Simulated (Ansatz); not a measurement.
`CC(Cl)=C=O` + H₂O → `O=C=C(O)Cl` + CH₄ at 400 K and 1 bar (formal hydrolysis of a C–C bond).

Program: Ansatz. Geometries: PBE0-D4/def2-TZVP. ΔE: electronic, gas phase. CBS: MP2 limit from def2 TZ/QZ plus the TZ coupled-cluster correction, frozen cores. This one scheme is used for every species. Each species was taken in one conformer, which may not be the lowest.

```csv
species,CCSD(T)/CBS energy (Eh),H − E (kJ/mol),S (J/(mol·K))
`CC(Cl)=C=O`,-650.86173,164.6,342.5
H₂O,-76.37941,69.8,198.6
`O=C=C(O)Cl`,-686.75115,101.1,332.2
CH₄,-40.46206,131.3,197.2
```

H − E and S are ideal-gas, rigid-rotor, harmonic terms from PBE0-D4/def2-TZVP, for one conformer and one mirror image of each species. 1 Eh = 2625.50 kJ/mol, R = 8.31446 J/(mol·K).

Q: By hand: ΔE, ΔH, ΔS and ΔG.

A: ΔE = (-686.75115) + (-40.46206) − (-650.86173) − (-76.37941) = 0.02793 Eh = 73.3 kJ/mol. Δ(H − E) = 101.1 + 131.3 − 164.6 − 69.8 = -2.0, so ΔH = 71.3 kJ/mol. ΔS = 332.2 + 197.2 − 342.5 − 198.6 = -11.7 J/(mol·K). ΔG = 71.3 − 400 × (-11.7)/1000 = 76.0 kJ/mol.

Q: By hand: the equilibrium constant, and the temperature at which ΔG would vanish if ΔH and ΔS stayed fixed.

A: log₁₀ K = −ΔG/(RT ln 10) = -9.9. ΔH and −TΔS have one sign here, so there is no such temperature.

The number of gas molecules stays the same, so ΔS is small and ΔH decides. A doubt of 5 kJ/mol in ΔE shifts log₁₀ K by 0.7 here. Other conformers and mirror images would add mixing entropy, several J/(mol·K) or more a flexible species. These are equilibria of isolated gas molecules and say nothing of rates. Largest T1 diagnostic: 0.015 (customary marks: 0.02 for closed shells, 0.045 for open ones).

ΔS is within the doubt of such terms, so its sign, and with it that verdict, could turn.
